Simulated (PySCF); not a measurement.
# Spin-Hamiltonian simulation

Molecule: i-PrOEt, C$_{5}$H$_{12}$O.

Bonds (- single, = double, # triple, : aromatic): C1-C2, C2-O3, O3-C4, C4-C5, C4-C6. C1 carries H7, H8, H9; C2 carries H10, H11; C4 carries H12; C5 carries H13, H14, H15; C6 carries H16, H17, H18.

Theory: spin–spin couplings from B3LYP/pcJ-1 (without the spin–dipole term), shieldings: GIAO KT3/pcSseg-1, coordinates at the PBE0-D3(BJ)/def2-SVP level, in PySCF 2.14 (no solvent model, one conformer, non-relativistic Hamiltonian, rapidly exchanging positions averaged).

δ = σ(ref) − σ, references computed at the same level: TMS for $^{1}$H (31.32 ppm).

Shifts (ppm): H7/H8/H9 1.22, H10/H11 3.40.
Couplings (Hz): H7–H8, H7–H9, H8–H9: -13.7; H7–H10, H7–H11, H8–H10, H8–H11, H9–H10, H9–H11: 7.8; H10–H11: -9.3.

The 5-spin Hamiltonian (Zeeman plus full scalar coupling among like nuclei) was diagonalised exactly; lines are Lorentzian, 0.5 Hz wide, and the maxima above 3 % are listed with the tallest set to 100.

Task: Give the $^{1}$H peak list of this spin system at 60 MHz.

Result: 
Hz from δ = 0 (height): 216.4 (12), 215.7 (13), 208.1 (44), 200.9 (34), 200.2 (52), 193.0 (18), 192.4 (18), 80.8 (56), 73.2 (100), 72.8 (93), 65.2 (43), 64.8 (26)

Task: And at 600 MHz?

Result: 
δ in ppm (height): 3.420 (16), 3.407 (49), 3.394 (50), 3.381 (17), 1.233 (50), 1.220 (100), 1.207 (49)

Task: Among coupled protons with different shifts, which pair is furthest from first order, and how does the field change that?

Result: H7 and H10: Δν/J is about 16.8 at 60 MHz (close to first order) and 167.7 at 600 MHz (close to first order). J in Hz doesn't depend on the field, while Δν in Hz grows in proportion to it.

Unscaled 3J(H,H) at this level run about 10 % above measured values.
